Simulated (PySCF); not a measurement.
Compound: 1,1-dichloro-2-fluoroethane, C2H3Cl2F.
Numbering: `[F:1][CH2:2][CH:3]([Cl:4])[Cl:5]` (hydrogens: H6, H7 on C2; H8 on C3)

Computed with PBE0-D3(BJ)/def2-SVP geometry optimisation, gas phase in PySCF.

Task: List the bond lengths, angles and torsions at this level.

Result: 
```
          bond  length (pm)
         F1–C2        136.1
         C2–C3        151.5
C3–Cl4, C3–Cl5        177.3
  C2–H6, C2–H7        110.3
         C3–H8        109.7
```

Bonds in one row agree within 1 pm and their mean is given. A selection of angles:
```
     angle  degrees
  F1–C2–C3    109.9
  F1–C2–H6    110.1
  C3–C2–H6    109.3
  H6–C2–H7    109.3
 C2–C3–Cl4    108.3
 C2–C3–Cl5    111.0
  C2–C3–H8    111.2
Cl4–C3–Cl5    111.8
 Cl4–C3–H8    107.6
```

Dihedral angles: F1–C2–C3–Cl4 -176° (antiperiplanar). The mirror-image conformer, all signs reversed, is as good.

Point group: C1 (no symmetry element, even within 0.4 Å). No PBE0-D3(BJ)/def2-SVP frequencies stand behind this structure, so it isn't proved a minimum. The numbers are those of one conformer.
